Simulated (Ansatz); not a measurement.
The input, for Ansatz 0.2.0:

```yaml
crystal:
  periodic: [false, false, false]
  atoms:
    - {symbol: O, position_ang: [0.000000, -0.083343, 0.000000]}
    - {symbol: H, position_ang: [0.000000, 0.661466, -1.059271]}
    - {symbol: H, position_ang: [0.000000, 0.661466, 1.059271]}
basis:
  gaussian: {orbitals: cc-pVDZ}
total_charge: 1
magnetization: {spin_polarized: true, initial_magnetization: 1}
hamiltonian: {xc: {name: B3LYP}}
```

```sh
$ ansatz run in.yaml --threads 1 --pin off --events-out ev --progress --plain --max-ram 2393MiB
```

The program prints:

```
224 factors; integrals over basis functions are off by at most 6.5e-4 eV
mean field evaluation 1: about -2055.3668 eV, gradient 4.9e1 eV
mean field evaluation 2: about -2034.7288 eV, gradient 7.9e1 eV
mean field evaluation 4: about -2065.6122 eV, gradient 4.6e-1 eV
mean field evaluation 8: about -2065.6132 eV, gradient 7.1e-2 eV
mean field evaluation 16: about -2065.6134 eV, gradient 2.3e-5 eV
mean field -2065.61340596 eV, -75.9098925461 hartree, gradient 2.3e-5 eV, S^2 0.758028; 0 other end points of the search recorded, 0 dependent functions left out
reference -2065.61352551 eV, -75.9098969395 hartree; 5, 4 occupied and 19, 20 virtual orbitals, 224 factors
Total energy: -2065.61352551 eV, -75.9098969395 hartree
```

Ran on 1 thread of AMD EPYC 7R13, shared host: 0.3 s wall, 0.09 GiB peak host memory.
